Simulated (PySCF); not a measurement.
Molecule: `PP`, H4P2.

Mapped SMILES: `[PH2:1][PH2:2]`; H(Xn) means a hydrogen on atom n.

Geometry PBE0-D3(BJ)/def2-SVP throughout; GIAO in PySCF, gas phase, one conformer, non-relativistic; equivalent atoms averaged; functional PBE0.

(1) How do the absolute shieldings σ depend on the basis set? (ppm; last column core-seconds on 1 thread of an Intel Xeon Platinum 8488C, shared host)

(2) Which nucleus moves most, in ppm?

(3) Taking the largest basis, def2-TZVP (98 functions), as the yardstick, rank the others by their worst heavy-atom deviation.

Answers

(1) 
```tsv
basis set	functions	P1/P2	H(P1)/H(P2)	core-s
STO-3G	22	667.1	32.03	0.91
6-31G	34	585.7	30.26	1.6
6-31G*	44	561.3	29.43	2
def2-SVP	56	585.6	29.05	2.2
6-311+G(2d,p)	94	526.5	28.91	3.9
def2-TZVP	98	514.4	28.93	6.1
```

(2) P1/P2 (phosphorus bonded to P, 2 H): from 514.4 ppm with def2-TZVP to 667.1 ppm with STO-3G. The smallest spread is 3.12 ppm, at H(P1)/H(P2).

(3) 6-311+G(2d,p) 12.1 ppm (94 functions), 6-31G* 46.9 ppm (44 functions), def2-SVP 71.2 ppm (56 functions), 6-31G 71.3 ppm (34 functions), STO-3G 152.7 ppm (22 functions).

A small basis that lands close on one nucleus may do so by chance; judge by the trend and by all nuclei.
